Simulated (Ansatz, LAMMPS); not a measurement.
**Lattice constant a of bcc W: levels of theory against measurement**

Reference value: 3.16 Å (measured, static lattice: zero-point anharmonic expansion removed; as tabulated in Mejia-Rodriguez and Trickey (2018), arXiv:1807.09216).

| level (code) | value (Å) | error (%) |
|---|---|---|
| Lennard-Jones uff-vdw (LAMMPS) | 3.375 | +6.80 |
| SNAP W_2940_2017_2.snap (LAMMPS) | 3.180 | +0.63 |
| LDA (Ansatz) | 3.135 | -0.79 |
| PBE (Ansatz) | 3.184 | +0.76 |
| PBE-D4 (Ansatz) | 3.161 | +0.03 |
| r²SCAN-D4 (Ansatz) | 3.163 | +0.09 |
| HSE06 (Ansatz) | 3.163 | +0.09 |

Leaving aside Lennard-Jones uff-vdw, SNAP W_2940_2017_2.snap, which can be fitted to such values or carry a doubt: Nearest, and too close to rank with a margin of 0.10 % (twice that across the reference) picked here for doubts on the reference and the settings: PBE-D4 (+0.03 %), r²SCAN-D4 (+0.09 %), HSE06 (+0.09 %). Farthest off: LDA (-0.79 %), PBE (+0.76 %). Within 2 %: LDA, PBE, PBE-D4, r²SCAN-D4, HSE06. The lowest first-principles rung that does so: DFT without exact exchange (LDA, PBE, PBE-D4, r²SCAN-D4).

Density-functional levels without +SOC have no spin–orbit coupling. Lennard-Jones uff-vdw: this is a force field's van der Waals term alone, without bonds or charges. Lennard-Jones uff-vdw: pair potentials favour close packing, so symmetry can be all that holds this lattice. Cutoffs and k meshes differ between the levels. Ansatz's density-functional and Hartree–Fock values are scalar-relativistic unless marked +SOC, with PAW data made under PBE.

Machine-learned potentials (SNAP W_2940_2017_2.snap) are trained on DFT data, which may include these solids.

Differences are worked out from the printed values.

Ansatz is a program for electronic structure.
